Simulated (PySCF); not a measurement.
# Assignment exercise: C$_{3}$H$_{8}$O$_{2}$

Atom-mapped SMILES (the numbers label the heavy atoms): `[CH3:1][O:2][CH2:3][O:4][CH3:5]`. Hydrogens are named by the atom that carries them.

[PySCF 2.14.0 with density-fitted response routines: structure optimised with PBE0-D3(BJ)/def2-SVP; J couplings at B3LYP/pcJ-1 (without the spin–dipole term); shieldings: GIAO CAM-B3LYP/pcSseg-2; non-relativistic; one averaged value for each set of equivalent atoms; gas phase; a single conformation]

Chemical shifts δ = σref − σ; TMS for $^{13}$C and $^{1}$H, all at this level.

Q: Assign these signals to the numbered atoms. $^{13}$C{$^{1}$H} NMR (computed): δ 102.3 (CH2), 56.1 (CH3).

A: 
102.3 → C3, sp3 carbon bearing two oxygens: 2 electronegative neighbours deshield it
56.1 → C1/C5, methyl carbon bonded to O: deshielded by the electronegative neighbour

Q: Assign these signals to the numbered atoms. $^{1}$H NMR (300 MHz, computed): δ 4.52 (s, 2H), 3.34 (s, 6H).

A: 
| δ (ppm) | atoms | environment | reason |
| --- | --- | --- | --- |
| 4.52 | H(C3) | hydrogen on an sp3 carbon bearing two oxygens | its carbon carries O, hence the downfield position |
| 3.34 | H(C1)/H(C5) | hydrogen on a methyl carbon bonded to O | its carbon carries O, which withdraws density |

Shifts are as computed, not scaled to solution data. Of 1211 compounds with measured shifts, 218 miss one by over three times the rms of a fit or turn the order of signals round; such compounds aren't used in these exercises.
